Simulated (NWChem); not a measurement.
**Correlation energy of O3 (-1)**

```
O
O 1 1.3642
O 1 1.3642 2 116.03
```
Charge -1, spin multiplicity 2.

All runs are NWChem calculations. Structure: optimised with UPBE/def2-SVP, a minimum by its harmonic frequencies.

Basis set: aug-cc-pVDZ. Each correlation energy counts from its own Hartree-Fock reference.

The correlated methods keep 3 core orbitals frozen. The structure started from a generated list of species. The unpaired electrons of the parent sit in orbitals of symmetry b2 (C2v labels of the run); other states weren't searched. The anion's geometry comes from a basis without diffuse functions. No SCF solution was tested for a lower state. Open-shell Hartree-Fock references start from PBE0 orbitals. Coupled-cluster values serve here as a point of comparison, not as the truth.

```
method           correlation energy (mHa)            remark
---------------  ------------------------  ----------------
UMP2                               -610.1                 -
SCS-UMP2                           -582.9                 -
CCSD on UHF                        -620.6                 -
CCSD[T] on UHF                     -652.0                 -
CCSD(T) on UHF                          ?                 -
CCSD on ROHF                       -630.5  large amplitudes
CCSD[T] on ROHF                         ?  large amplitudes
CCSD(T) on ROHF                    -659.5  large amplitudes
```

Task: Some entries are withheld; supply them.

Result: 
- CCSD(T) on UHF, correlation energy (mHa): -648.0
- CCSD[T] on ROHF, correlation energy (mHa): -663.5
